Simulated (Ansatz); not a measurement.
**CHSi (doublet): the correlation ladder at distance Si1–C2 = 1.356 Å, 6-31G**

Aim: climb from Hartree-Fock through coupled cluster and multireference methods for CHSi (doublet) at one geometry and basis, and see what each rung misses.

Computed with Ansatz 0.2.0, Gaussian basis. Level: 6-31G, core rule «outside noble gas», up to 6 orbitals frozen.

Plan: UHF; CCSD(T) on ROHF; CCSD(T) on UHF; BCCD(T) on ROHF; CISD; CCSDT(Q) on ROHF; CCSDT(Q) on UHF; CCSDTQ on ROHF; CASSCF and MRCISD+Q, 3 electrons in 3 orbitals; CASSCF and NEVPT2, 3 electrons in 3 orbitals; CASSCF and MRCISD+Q, 9 electrons in 9 orbitals; CASSCF and NEVPT2, 9 electrons in 9 orbitals; Full CI.

24 further runs of the same task are left out: 1 for a mislabelled method, 5 for a known fault of the program, 16 that didn't finish, 2 set aside as unsound or not needed.

### Step 1. The geometry

The geometry derives from a PBE0/def2-TZVP stationary point (not a proven minimum). One bond is set to the value named and the two fragments are kept rigid.

3 atoms, charge 0, spin multiplicity 2.

Atoms are counted from 1 here; the program's logs count them from 0.

Bond lengths: Si1–C2 1.356 Å, C2–H3 1.079 Å. Angles: Si1–C2–H3 180.0°.

### Step 2. UHF

File in.yaml:

```yaml
crystal:
  periodic: [false, false, false]
  atoms:
    - {symbol: Si, position_ang: [0.000000, 0.000000, 1.263808]}
    - {symbol: C, position_ang: [0.000000, 0.000000, -0.092192]}
    - {symbol: H, position_ang: [0.000000, 0.000000, -1.171615]}
basis:
  gaussian: {orbitals: 6-31G}
magnetization: {spin_polarized: true, initial_magnetization: 1}
hamiltonian: {xc: hf}
output: {orbitals: {seedname: orbitals}}
```

On the command line:

```console
$ ansatz run in.yaml --threads 1 --pin off --events-out ev --progress --plain --max-ram 2393MiB
```

Further steps of the session: CCSD(T) on ROHF; CCSD(T) on UHF; BCCD(T) on ROHF; CISD; CCSDT(Q) on ROHF; CCSDT(Q) on UHF; CCSDTQ on ROHF; CASSCF and MRCISD+Q, 3 electrons in 3 orbitals; CASSCF and NEVPT2, 3 electrons in 3 orbitals; CASSCF and MRCISD+Q, 9 electrons in 9 orbitals; CASSCF and NEVPT2, 9 electrons in 9 orbitals; Full CI.

**Question.** What will the summary of the whole plan be? Wanted: FCI below the RHF energy; RMP2 from FCI; UMP2 from FCI; RCCSD from FCI; RCCSD(T) from FCI; UCCSD(T) from FCI; RCCSDT(Q) from FCI; UCCSDT(Q) from FCI; NEVPT2 valence from FCI.

The runs gave:

| quantity | value |
| --- | --- |
| FCI below the RHF energy | -3.9863 eV |
| RMP2 from FCI | +558.2 meV |
| UMP2 from FCI | +988.6 meV |
| RCCSD from FCI | +168.1 meV |
| RCCSD(T) from FCI | +33.9 meV |
| UCCSD(T) from FCI | +49.1 meV |
| RCCSDT(Q) from FCI | -0.5 meV |
| UCCSDT(Q) from FCI | +2.1 meV |
| NEVPT2 valence from FCI | +288.7 meV |
| MRCISD+Q valence from FCI | +19.1 meV |
| levels within 1 kcal/mol (43 meV) | RCCSD(T), BCCD(T), RCCSDT, UCCSDT, RCCSDT(Q), UCCSDT(Q), RCCSDTQ, MRCISD valence, MRCISD+Q valence |
| T1 diagnostic | 0.029 |
| effectively unpaired electrons | 1.13 |

In words: RCCSD(T) misses by +33.9 meV, 0.9 % of the correlation energy. One determinant dominates. Of the multireference levels listed MRCISD+Q valence comes nearest in total energy (+19.1 meV), which doesn't show that its space is the better one. Coupled cluster took another determinant than the lowest Hartree-Fock one. These misses are within one basis, not against nature; the frozen cores of restricted and unrestricted runs differ, which can shift their rows.
